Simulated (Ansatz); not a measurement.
H$_{7}$PSi$_{2}$, SMILES `[SiH3]P[SiH3]`, relaxed with RKS PBE0-D4/def2-TZVP in Ansatz from a GFN2-xTB geometry. The force threshold is 0.005 eV/Å; the program also tests the step.

Total charge 0; spin multiplicity 1.

Start:

```xyz
10

Si   -0.481   -1.598   -0.523
P     0.069   -0.328    1.224
Si    0.201    1.707    0.324
H    -0.342   -2.988   -0.096
H     0.358   -1.364   -1.702
H    -1.872   -1.285   -0.847
H     1.420   -0.596    1.168
H     0.809    2.577    1.330
H    -1.166    2.126    0.023
H     1.004    1.749   -0.902
```

(1) How much energy does the relaxation release, and in how many steps? (Estimate.)

(2) Which bonds change most? (Estimate.)

(3) Give the relaxed structure. (Estimate.)

## Answers

(1) Computed: 7.57 kJ/mol, in 7 steps.

(2) Ansatz gave: P2–H7 from 1.379 to 1.422 Å; Si3–H9 from 1.461 to 1.486 Å; Si1–H6 from 1.461 to 1.486 Å; Si1–H4 from 1.461 to 1.486 Å.

(3) The calculation gave: 
```xyz
10

Si   -0.466   -1.533   -0.499
P     0.074   -0.359    1.343
Si    0.190    1.638    0.313
H    -0.357   -2.982   -0.191
H     0.390   -1.222   -1.675
H    -1.878   -1.211   -0.833
H     1.468   -0.622    1.241
H     0.802    2.620    1.245
H    -1.201    2.060    0.004
H     0.977    1.611   -0.948
```
